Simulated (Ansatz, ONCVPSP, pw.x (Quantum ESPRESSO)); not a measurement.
## Equation-of-state test of one ONCV potential (boron)

| Property | Result |
| --- | --- |
| Element | boron (B) |
| Generator | ONCVPSP 4.0.1.1 (patched build) |
| Type | optimised norm-conserving Vanderbilt (ONCV) |
| Functional | PBEsol |
| Relativity | scalar-relativistic |
| Frozen core | [He] |
| Valence charge | 3 |
| Reference configuration | 2s2 2p1 |
| Partial waves | 2s: rc 1.70 bohr, ncon 4, nbas 9, qcut 4.5 1/bohr, local; 2p: rc 2.40 bohr, ncon 3, nbas 6, qcut 6.2 1/bohr, 2 projectors, debl 1.9 Ha; d scattering state at 0.03 Ha: rc 2.15 bohr, ncon 3, nbas 7, qcut 4.4 1/bohr, 3 projectors, debl 1.9 Ha |
| Local potential | the s channel |
| Core correction | Teter function, fcfact 4.75, rcfact 1.4 |

Crystal test: sc B in pw.x 7.5, no spin, 17³ k-points, Fermi–Dirac smearing 0.01 Ry, cutoffs 50/200 Ry. The reference is all-electron LAPW (Ansatz 0.2.0) with the same functional, mesh and smearing; V0 and B0 come from Birch–Murnaghan fits to the pressures at five volumes. Errors are pseudo minus all-electron; Δ is the rms difference of the E(V) curves that follow from these fits, minima aligned, over ±6 % about the mean V0. Mesh and smearing are coarse, so the numbers serve the comparison and aren't converged zero-temperature values; the lattice is a test structure that the element need not adopt.

All-electron: a0 = 1.878 Å (V0 = 6.62 Å³/atom), B0 = 241.4 GPa.

Problem. How far does the potential miss the all-electron equation of state?

Solution. mean pressure error (GPa): -8.58; a0 (Å): 1.854; a0 error (%): -1.26; B0 error (%): +0.4; Δ (meV/atom): 13.1. The largest radius (2.40 bohr) exceeds half the bond length (1.78 bohr), so the spheres overlap, which is one possible source of error among others. This is a poor potential for the solid.

```tsv
V (Å³/atom)	P all-electron (GPa)	P pseudo (GPa)
6.318	12.42	2.28
6.485	5.34	-3.93
6.651	-0.97	-9.46
6.817	-6.59	-14.39
6.984	-11.59	-18.77
```

Problem. At the middle volume, how do free energy and pressure move when the wave cutoff is lowered (ecutrho kept at four times it)?

Solution.

```
cutoff (Ry)  shift of F (meV/atom)  shift of P (GPa)
         22                  +22.6             -2.92
         30                   +2.9             -0.14
         40                   +0.2             -0.02
```

The run at the middle volume (165 k-points, 5 iterations) took about 3.1 s on one core of a shared host (Neoverse-N1, 64 threads, 124 GiB, load 59).
